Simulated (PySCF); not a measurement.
## NaLi: a base run and its variants

Base input, run as `OMP_NUM_THREADS=1 python input.py` with PySCF 2.14:

```python
from pyscf import gto, dft, tdscf

mol = gto.M(
    atom='Na 0 0 0; Li 0 0 2.86',
    basis='6-311++g**',
    charge=0,
    spin=0,
    symmetry=True,
    verbose=4,
)
mf = dft.RKS(mol, xc='b3pw91')
mf = mf.density_fit(auxbasis='def2-universal-jkfit')
mf.kernel()
td = tdscf.TDA(mf)
td.nstates = 5
td.kernel()
td.analyze()
mf.dip_moment()
print('orbital energies (hartree):', mf.mo_energy[..., max(0, mol.nelec[1]-3):mol.nelec[0]+3].round(4))
```

Base result: E(SCF) = -169.750104 Eh, 8 cycles, μz(SCF) = -0.36 D, first singlet excitations without spin–orbit coupling 2.15, 2.67, 2.67, 2.87, 3.11 eV. With symmetry on the solver can miss roots, and labels of degenerate states are those of a subgroup. Stability towards an unrestricted solution was not tested. The bond length is a typed value, not an optimised one.

It ran on Intel Xeon 6975P-C (1 thread, shared host) in 3.5 s, peak memory 0.22 GiB.

Each row names what differs from the base; energies in brackets are changes from the base.

| change | result | wall time (s) |
| --- | --- | --- |
| basis set: 6-311++g** → def2-svpd | E(SCF) = -169.689689 Eh (+1.6440 eV), 7 cycles, μz(SCF) = -0.28 D, first singlet excitations without spin–orbit coupling 2.10, 2.66, 2.66, 2.83, 3.10 eV | 1.9 |
| geometry: bond 2.86 → bond 0.5 [unsound on purpose] | E(SCF) = -164.707934 Eh, 8 cycles, μz(SCF) = 0.16 D, first singlet excitations without spin–orbit coupling 2.97, 3.09, 3.09, 4.13, 4.38 eV | 3.9 |
| PCM solvent, dielectric constant: none → 4.71; step after the SCF: tda → analyze | E(SCF) = -169.754940 Eh (-0.1316 eV), 8 cycles, μz(SCF) = 0.60 D | 2.2 |
| damping: none → 0.5 | E(SCF) = -169.750104 Eh (+0.0000 eV), 10 cycles, μz(SCF) = -0.36 D, first singlet excitations without spin–orbit coupling 2.15, 2.67, 2.67, 2.87, 3.11 eV | 3.5 |
| functional: b3pw91 → olyp | E(SCF) = -169.781825 Eh, 8 cycles, μz(SCF) = -0.49 D, first singlet excitations without spin–orbit coupling 2.21, 2.55, 2.55, 2.69, 2.87 eV | 3.9 |
| PCM solvent, dielectric constant: none → 78.36; step after the SCF: tda → analyze | E(SCF) = -169.756692 Eh (-0.1793 eV), 9 cycles, μz(SCF) = 1.02 D | 2.2 |
| geometry: bond 2.86 → bond 8.58 [stretched restricted solution, likely unstable] | E(SCF) = -169.696062 Eh (+1.4706 eV), μz(SCF) = -1.17 D, first singlet excitations without spin–orbit coupling 1.94, 2.01, 2.01, 2.06, 2.06 eV | 5 |
| density fitting: def2-universal-jkfit → cc-pvdz-jkfit | stops with BasisNotFoundError (Basis set not found for Na in cc-pvdz-jkfit) | 0.58 |
| step after the SCF: tda → tddft; number of roots: 5 → 3 | E(SCF) = -169.750104 Eh (+0.0000 eV), 8 cycles, μz(SCF) = -0.36 D, first singlet excitations without spin–orbit coupling 2.00, 2.57, 2.57 eV | 6.3 |
| charge: 0 → 1; spin (2S): 0 → 1; SCF type: RKS → UKS [another spin of the ion may lie lower] | E(SCF) = -169.562456 Eh (+5.1062 eV), 8 cycles, ⟨S²⟩ = 0.750, first excitations without spin–orbit coupling 2.95, 3.01, 3.01, 4.05, 4.90 eV | 7.2 |
| electric field along z (a.u.): none → -0.01; point-group symmetry: on → off [may be another electronic state] | E(SCF) = -169.773514 Eh (-0.6370 eV), 12 cycles, μz(SCF) = -23.90 D, first singlet excitations without spin–orbit coupling 0.81, 2.29, 2.53, 2.53, 2.89 eV | 4.4 |
| charge: 0 → 2; SCF type: RKS → UKS [another spin of the ion may lie lower] | E(SCF) = -169.142476 Eh (+16.5344 eV), 6 cycles, first excitations without spin–orbit coupling 29.39, 29.41, 29.41, 29.63, 29.63 eV | 5.7 |
| functional: b3pw91 → b3lyp5 | E(SCF) = -169.755444 Eh, 7 cycles, μz(SCF) = -0.01 D, first singlet excitations without spin–orbit coupling 2.23, 2.69, 2.69, 2.92, 3.11 eV | 4.2 |
| step after the SCF: tda → frequency; SCF type: RKS → RHF; functional: b3pw91 → none (Hartree–Fock) [not at a minimum] | E(SCF) = -169.279703 Eh, 7 cycles, μz(SCF) = -0.67 D, wavenumbers 281 cm⁻¹ | 1.4 |
| functional: b3pw91 → m062x | E(SCF) = -169.753759 Eh, 7 cycles, μz(SCF) = 0.08 D, first singlet excitations without spin–orbit coupling 2.21, 2.69, 2.69, 3.03, 3.20 eV | 9.3 |
| step after the SCF: tda → stability; point-group symmetry: on → off | E(SCF) = -169.750104 Eh (+0.0000 eV), 8 cycles, μz(SCF) = -0.36 D, internal stable; real -> complex stable; RHF/RKS -> UHF/UKS stable | 4.7 |
| functional: b3pw91 → scan | E(SCF) = -169.763463 Eh, 8 cycles, μz(SCF) = -0.19 D, first singlet excitations without spin–orbit coupling 2.19, 2.81, 2.81, 3.03, 3.35 eV | 6.8 |
| length unit: angstrom → bohr [unsound on purpose] | E(SCF) = -169.636949 Eh (+3.0791 eV), 7 cycles, μz(SCF) = -0.53 D, first singlet excitations without spin–orbit coupling 2.85, 2.98, 2.98, 3.70, 3.86 eV | 4 |
| functional: b3pw91 → r2scan | E(SCF) = -169.740788 Eh, 8 cycles, μz(SCF) = -0.26 D, first singlet excitations without spin–orbit coupling 2.21, 2.80, 2.80, 3.02, 3.33 eV | 8.5 |

Question: Order these changes by how far they move the SCF energy from the base, largest first: (1) PCM solvent, dielectric constant: none → 4.71; step after the SCF: tda → analyze; (2) PCM solvent, dielectric constant: none → 78.36; step after the SCF: tda → analyze; (3) electric field along z (a.u.): none → -0.01; point-group symmetry: on → off; (4) geometry: bond 2.86 → bond 8.58.

Answer: (4) +1.4706 eV, (3) -0.6370 eV, (2) -0.1793 eV, (1) -0.1316 eV.
